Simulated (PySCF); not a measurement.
Question: What does the GFN2-xTB structure of `CC#CCS` look like in three dimensions?

Answer: 
```xyz
11
C4H6S angstrom
C     -2.1521    0.6975    0.1042
C     -0.8485    0.0886   -0.0333
C      0.2161   -0.4548   -0.1349
C      1.5329   -1.0200   -0.2680
S      2.7579    0.2340   -0.8493
H     -2.6605    0.7139   -0.8594
H     -2.0479    1.7200    0.4670
H     -2.7548    0.1314    0.8141
H      1.5523   -1.8017   -1.0288
H      1.8921   -1.4203    0.6822
H      2.5180    1.1141    0.1202
```

Any rigid rotation of these coordinates is as good. Atoms count from 1 in this order. The 5 heavy atoms lie in one plane (0.004 Å rms). S5 (thiol sulfur) is bent (angle 95.7°). The 3 C–C bonds span 1.200 Å (C2≡C3, drawn triple) to 1.445 Å (C1–C2, drawn single), a spread of 0.245 Å.

Bonds between heavy atoms (Å): C1–C2 1.445, C2≡C3 1.200, C3–C4 1.439, C4–S5 1.847.

Structure optimised with GFN2-xTB, isolated species.

Stationary, but not proved a minimum. The numbers are those of one conformer (C3–C4–S5–H 55°).

All values are computed, not measured.
